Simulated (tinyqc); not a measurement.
Starting guesses with plain Roothaan steps: SCF starting guesses in the sto-6g basis, for H2O, spin multiplicity 1. Computed by the program tinyqc with PySCF. Command: `OMP_NUM_THREADS=1 python tinyqc.py 111474 111475 out.jsonl`; one thread of a shared host (Intel(R) Xeon(R) Processor @ 2.60GHz), about 0.7 s.

Geometry (angstrom):
```
atom,x,y,z
O,0.0000,0.0000,0.0000
H,0.0000,0.8100,0.5170
H,0.0000,-0.8100,0.5170
```

lowest restricted solution found by these runs and by PySCF = -75.671500 hartree

RHF with one setting changed at a time; a run stops when the energy changes by less than 1e-09 hartree and the error matrix is below 1e-5. Starts: the lowest orbitals of the core Hamiltonian, of the Wolfsberg-Helmholz matrix (K = 1.75), projected atomic densities, random orbitals, and the highest orbitals of the core Hamiltonian (a deliberately bad start).

Largest element of the error matrix X^T (FDS - SDF) X:
```
iteration,core,Wolfsberg-Helmholz,atomic densities,random,highest core orbitals
1,7.1e-01,4.4e-01,1.3e+00,1.5e+01,3.6e-01
2,6.9e-02,1.0e-01,1.8e-01,7.1e-01,7.3e-01
3,1.9e-02,3.8e-02,2.1e-02,7.4e-02,4.5e-02
4,7.2e-03,1.4e-02,3.8e-03,1.8e-02,6.4e-03
5,2.9e-03,5.6e-03,1.1e-03,8.7e-03,2.4e-03
6,1.2e-03,2.3e-03,3.6e-04,4.2e-03,1.1e-03
8,2.3e-04,4.2e-04,5.0e-05,9.9e-04,2.1e-04
10,4.6e-05,8.1e-05,8.7e-06,2.3e-04,4.1e-05
14,-,-,-,1.3e-05,-
```

How each run ends:
```
run,iterations,E (hartree),state
core,12,-75.67150,lowest found
Wolfsberg-Helmholz,13,-75.67150,lowest found
atomic densities,10,-75.67150,lowest found
random,15,-75.67150,lowest found
highest core orbitals,12,-75.67150,lowest found
```

5 of 5 runs reach the lowest restricted solution found, in 10 to 15 iterations (fastest: atomic densities). The first errors are 7e-01, 4e-01, 1e+00, 2e+01, 4e-01; the deliberately bad start has the smallest one, so a small first error does not mark a good start.
